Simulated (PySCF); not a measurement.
nitrogen (N₂), SMILES N#N. Geometry: B3LYP-D3(BJ)/def2-TZVPD.

TDA-M06-2X/def2-TZVPD (PySCF) puts the lowest singlet excitations at 8.79, 9.35, 9.35, 10.23, 10.23, 13.12 eV and the lowest triplet (TDA) at 7.91 eV.

### Question
What are the lowest singlet roots from EOM-CCSD/aug-cc-pVDZ (PySCF)? (The exact figures need the calculation; the answer reports its results.)

### Answer
9.63, 9.63, 10.39, 10.80, 10.80, 13.27 eV; triplets 7.90, 8.25, 8.25 eV. S1 differs by 0.84 eV (second minus first; roots are paired by order, and the bases may differ).
